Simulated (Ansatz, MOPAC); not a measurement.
## Ladder of methods for the equilibrium lattice constant a of hexagonal BN

Reference value: 2.504 Å (measured, 297 K, not corrected to a static lattice; as tabulated in Ioffe Institute, New Semiconductor Materials archive).

```tsv
level (code)	value (Å)
AM1 semi-empirical Hartree-Fock (MOPAC)	2.487
LDA (Ansatz)	2.489
PBE (Ansatz)	2.512
PBE-D3(BJ) (Ansatz)	[?]
HSE06-D3(BJ) (Ansatz)	2.490
```

Task: What belongs in the gaps?

Result: 
- PBE-D3(BJ) (Ansatz, a quantum-chemistry and plane-wave program), value (Å): 2.507

Differences against the reference: AM1 semi-empirical Hartree-Fock (MOPAC) -0.68 %, LDA -0.60 %, PBE +0.32 %, PBE-D3(BJ) +0.12 %, HSE06-D3(BJ) -0.56 %.

Leaving aside AM1 semi-empirical Hartree-Fock (MOPAC) (doubt noted below): The reference is not for a static lattice or low temperature, so close values are not ranked against it.

The measured value isn't corrected to a static lattice, so vibrations enter the comparison.  AM1 semi-empirical Hartree-Fock (MOPAC): the cell has another shape than the first-principles one, perhaps another minimum in the same group. AM1 semi-empirical Hartree-Fock (MOPAC): the cell moved over 20 % in volume from its start. AM1 semi-empirical Hartree-Fock (MOPAC): the method was fitted mainly to molecules. AM1 semi-empirical Hartree-Fock (MOPAC): the run uses a supercell at the zone centre in place of a k mesh. LDA: LDA has no dispersion term either, though it tends to give short spacings of layers, chains or molecules. PBE: for a layered or molecular solid the relaxed cell lies over 5 % above the published volume, where the minimum can be shallow. PBE: the cell comes from a level without a dispersion term, which matters for the spacing of layers, chains or molecules. Cutoffs and k meshes differ between the levels. Ansatz's density-functional and Hartree–Fock values are scalar-relativistic unless marked +SOC, with PAW data made under PBE.

Differences are worked out from the printed values.
